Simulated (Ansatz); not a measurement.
**CHOSi (quartet): wave-function methods side by side at a displaced geometry (v1), cc-pVDZ**

One table from this session's results is given with a row withheld; the runs are named, their logs left out.

Computed with Ansatz 0.2.0, Gaussian basis. Level: cc-pVDZ, core rule «outside noble gas», up to 7 orbitals frozen.

The runs, in order: UHF; CCSD(T) on ROHF; CCSD(T) on UHF; BCCD(T) on ROHF; CISD as a restricted active space (open shells left free, so some higher excitations enter); CCSDT(Q) on ROHF; CCSDT(Q) on UHF.

26 further runs of the same task are left out: 14 that didn't finish, 12 set aside as unsound or not needed. Runs told in other sessions of the task aren't counted.

### What is computed

The geometry is a PBE0/def2-TZVP stationary point (not a proven minimum) with its atoms shifted at random (size 0.040 Å).

4 atoms, charge 0, spin multiplicity 4.

Atoms are counted from 1 here; the program's logs count them from 0.

Bond lengths: C1–O2 1.286 Å, O2–Si3 1.753 Å, Si3–H4 1.431 Å. Angles: C1–O2–Si3 137.3°, O2–Si3–H4 118.7°.

The first run:

File in.yaml:

```yaml
crystal:
  periodic: [false, false, false]
  atoms:
    - {symbol: C, position_ang: [-0.021965, 0.316674, 1.752359]}
    - {symbol: O, position_ang: [-0.022798, -0.344664, 0.649328]}
    - {symbol: Si, position_ang: [0.025166, 0.011560, -1.065944]}
    - {symbol: H, position_ang: [-0.077611, 1.375361, -1.486542]}
basis:
  gaussian: {orbitals: cc-pVDZ}
magnetization: {spin_polarized: true, initial_magnetization: 3}
hamiltonian: {xc: hf}
output: {orbitals: {seedname: orbitals}}
```

Command:

```
> ansatz run in.yaml --threads 1 --pin off --events-out ev --progress --plain --max-ram 2393MiB
```

Among the steps run: UHF; CCSD(T) on ROHF; CCSD(T) on UHF; BCCD(T) on ROHF; CISD as a restricted active space (open shells left free, so some higher excitations enter); CCSDT(Q) on ROHF; CCSDT(Q) on UHF.

One of the session's tables, all rows but one given; the rest of the session is left out.

It belongs to the step «Misses and costs». 

| method | from UCCSDT(Q) (meV) |
| --- | --- |
| ROHF | +10237.5 |
| UHF | +10072.4 |
| RMP2 | +1207.0 |
| UMP2 | +1211.1 |
| CISD | +1332.6 |
| RCCSD | +390.0 |
| UCCSD | +386.9 |
| RCCSD(T) | +66.8 |
| UCCSD(T) | +66.9 |
| BCCD(T) | +60.7 |
| RCCSDT | +31.9 |
| UCCSDT | ? |
| RCCSDT(Q) | +6.1 |
| UCCSDT(Q) | 0 |

**Question.** Estimate the row for UCCSDT.

As computed: from UCCSDT(Q) (meV): +31.2. In the column «from UCCSDT(Q) (meV)» it lies between RCCSDT(Q) (+6.1) and RCCSDT (+31.9).

To keep in mind: Restricted and unrestricted rows rest on different reference determinants; a gap between their highest levels can come from leftover correlation error, from unlike frozen cores or from another state.
